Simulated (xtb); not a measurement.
Species: CH3O, SMILES `C[O]` (charge 0, multiplicity 2).

**Question.** Give a relaxed geometry from xtb 6.7.1 with GFN2-xTB.

**Answer.** the end point of this relaxation (outside a Z-matrix the atoms follow the SMILES, hydrogens last).
Z-matrix (Å, degrees):
```
C
O 1 1.3117
H 1 1.1038 2 115.12
H 1 1.1155 3 109.66 2 -125.38
H 1 1.1156 3 109.62 4 -109.35
```
